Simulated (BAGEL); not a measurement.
# H3O+ (oxonium): RI-MP2/aug-cc-pVTZ (density fitting with cc-pvqz-jkfit)

What is the energy change on altering one bond length of H3O+ (oxonium) at RI-MP2/aug-cc-pVTZ (density fitting with cc-pvqz-jkfit)? 

The calculation is run with BAGEL 1.2.2.

2 further runs of the same task are left out: 2 set aside as unsound or not needed.

### Step 1. The system as given

H3O+ has 4 atoms, charge +1, and is taken as a singlet. As SMILES, `[OH3+]`. Geometry: relaxed at PBE0-D4/def2-TZVP.

Bond lengths: O1–H2 0.978 Å, O1–H3 0.978 Å, O1–H4 0.978 Å. Angles: H2–O1–H3 113.0°, H2–O1–H4 113.0°, H3–O1–H4 113.0°.

### Step 2. A single-point energy at RI-MP2/aug-cc-pVTZ (density fitting with cc-pvqz-jkfit)

Input file input.json:

```json
{ "bagel": [

{
  "title": "molecule",
  "basis": "aug-cc-pvtz.json",
  "df_basis": "cc-pvqz-jkfit",
  "angstrom": "true",
  "geometry": [
    { "atom": "O", "xyz": [       0.181970,      -0.056700,      -0.052760 ] },
    { "atom": "H", "xyz": [       0.219060,       0.918440,       0.015140 ] },
    { "atom": "H", "xyz": [      -0.408890,      -0.368290,      -0.767380 ] },
    { "atom": "H", "xyz": [       0.007860,      -0.493450,       0.805020 ] }
  ]
},

{
  "title": "hf",
  "charge": 1
},

{
  "title": "mp2",
  "charge": 1,
  "ncore": 1
}

]}
```

The basis set aug-cc-pVTZ is read from a file made from the Basis Set Exchange's data (not shown).

Started as:

```sh
$ BAGEL_NUM_THREADS=1 BAGEL input.json > input.out
```

What it wrote:

```text
* using 1 threads per process

  ===============================================================
  ===============================================================

  *** Geometry ***

  { "atom" : "O", "xyz" : [      0.343873,     -0.107147,     -0.099702 ] },
  { "atom" : "H", "xyz" : [      0.413963,      1.735600,      0.028610 ] },
  { "atom" : "H", "xyz" : [     -0.772690,     -0.695967,     -1.450138 ] },
  { "atom" : "H", "xyz" : [      0.014853,     -0.932485,      1.521267 ] },

  Number of auxiliary basis functions:      259

  Since a DF basis is specified, we compute 2- and 3-index integrals:
    o Being stored without compression. Storage requirement is 0.027 GB

  Number of basis functions:      115
  Number of electrons      :       11

    * METHOD: MOLECULE                             0.08

  *** RHF ***

  === Nuclear Repulsion ===
    13.9563073607

      * DIIS with orbital gradients will be used.

  === RHF iteration (aug-cc-pvtz.json) ===
      0        -76.22425568          0.02046135           0.01
      1        -76.30749043          0.01342774           0.02
      2        -76.33924686          0.00157594           0.02
      3        -76.33985704          0.00025272           0.02
      4        -76.33987594          0.00003612           0.02
      5        -76.33987649          0.00000844           0.02
      6        -76.33987652          0.00000221           0.02
      7        -76.33987653          0.00000037           0.01
      8        -76.33987653          0.00000010           0.02
      9        -76.33987653          0.00000004           0.01
     10        -76.33987653          0.00000001           0.02
    * SCF iteration converged.

    * Permanent dipole moment:
           (    0.517703,    -0.161337,    -0.150092) a.u.

    * METHOD: HF                                   0.22

  *** RHF ***

  === Nuclear Repulsion ===
    13.9563073607

      * DIIS with orbital gradients will be used.

  === RHF iteration (aug-cc-pvtz.json) ===
      0        -76.33987653          0.00000000           0.01
    * SCF iteration converged.

    * Permanent dipole moment:
           (    0.517703,    -0.161337,    -0.150092) a.u.

  === DF-MP2 calculation ===

    * freezing 1 orbital
    * 3-index integral transformation done
    * assembly done

      MP2 correlation energy:   -0.2601789462      0.01

      MP2 total energy:        -76.6000554723

    * METHOD: MP2                                  0.05

  ===============================================================
```

Wall time 0.5 s (1 thread of Arm Neoverse V2, shared host).

### Step 3. The distorted shape at the same level

Input file input.json:

```json
{ "bagel": [

{
  "title": "molecule",
  "basis": "aug-cc-pvtz.json",
  "df_basis": "cc-pvqz-jkfit",
  "angstrom": "true",
  "geometry": [
    { "atom": "O", "xyz": [    0.270577,   -0.009973,    0.054407 ] },
    { "atom": "H", "xyz": [    0.307667,    0.965167,    0.122307 ] },
    { "atom": "H", "xyz": [   -0.408890,   -0.368290,   -0.767380 ] },
    { "atom": "H", "xyz": [    0.096467,   -0.446723,    0.912187 ] }
  ]
},
{ "title": "hf", "charge": 1 },
{ "title": "mp2", "charge": 1, "ncore": 1 }

]}
```

The basis set aug-cc-pVTZ is read from a file made from the Basis Set Exchange's data (not shown).

Started as:

```sh
$ BAGEL_NUM_THREADS=1 BAGEL input.json > input.out
```

What it wrote:

```text
* using 1 threads per process

  ===============================================================
  ===============================================================

  *** Geometry ***

  { "atom" : "O", "xyz" : [      0.511316,     -0.018846,      0.102814 ] },
  { "atom" : "H", "xyz" : [      0.581406,      1.823901,      0.231127 ] },
  { "atom" : "H", "xyz" : [     -0.772690,     -0.695967,     -1.450138 ] },
  { "atom" : "H", "xyz" : [      0.182296,     -0.844184,      1.723784 ] },

  Number of auxiliary basis functions:      259

  Since a DF basis is specified, we compute 2- and 3-index integrals:
    o Being stored without compression. Storage requirement is 0.027 GB

  Number of basis functions:      115
  Number of electrons      :       11

    * METHOD: MOLECULE                             0.08

  *** RHF ***

  === Nuclear Repulsion ===
    13.3460523628

      * DIIS with orbital gradients will be used.

  === RHF iteration (aug-cc-pvtz.json) ===
      0        -76.20300692          0.02031564           0.01
      1        -76.28382395          0.01417273           0.02
      2        -76.32092029          0.00161882           0.02
      3        -76.32162595          0.00027337           0.02
      4        -76.32165156          0.00004558           0.02
      5        -76.32165251          0.00001069           0.02
      6        -76.32165257          0.00000291           0.02
      7        -76.32165257          0.00000052           0.02
      8        -76.32165257          0.00000013           0.02
      9        -76.32165257          0.00000006           0.02
     10        -76.32165257          0.00000001           0.02
     11        -76.32165257          0.00000000           0.02
    * SCF iteration converged.

    * Permanent dipole moment:
           (    0.606598,    -0.104623,    -0.025011) a.u.

    * METHOD: HF                                   0.25

  *** RHF ***

  === Nuclear Repulsion ===
    13.3460523628

      * DIIS with orbital gradients will be used.

  === RHF iteration (aug-cc-pvtz.json) ===
      0        -76.32165257          0.00000000           0.01
    * SCF iteration converged.

    * Permanent dipole moment:
           (    0.606598,    -0.104623,    -0.025011) a.u.

  === DF-MP2 calculation ===

    * freezing 1 orbital
    * 3-index integral transformation done
    * assembly done

      MP2 correlation energy:   -0.2648556971      0.01

      MP2 total energy:        -76.5865082714

    * METHOD: MP2                                  0.05

  ===============================================================
```

It took 0.54 s on 1 thread of Arm Neoverse V2, shared host.

### Step 4. What came out

Level: RI-MP2/aug-cc-pVTZ (density fitting with cc-pvqz-jkfit), 1 core orbital frozen.

| quantity | value |
| --- | --- |
| first shape: total energy | -76.60006 Eh |
| first shape: correlation energy (1 core orbital frozen) | -260.2 mEh |
| distorted shape: total energy | -76.58651 Eh |
| distorted shape: correlation energy (1 core orbital frozen) | -264.9 mEh |
| energy change with the O1–H3 bond stretched from 0.978 to 1.125 Å | 0.369 eV |

With the O1–H3 bond stretched from 0.978 to 1.125 Å the energy rises by 0.37 eV (8.5 kcal/mol). The first shape isn't relaxed at this level, so the change isn't measured from a minimum.
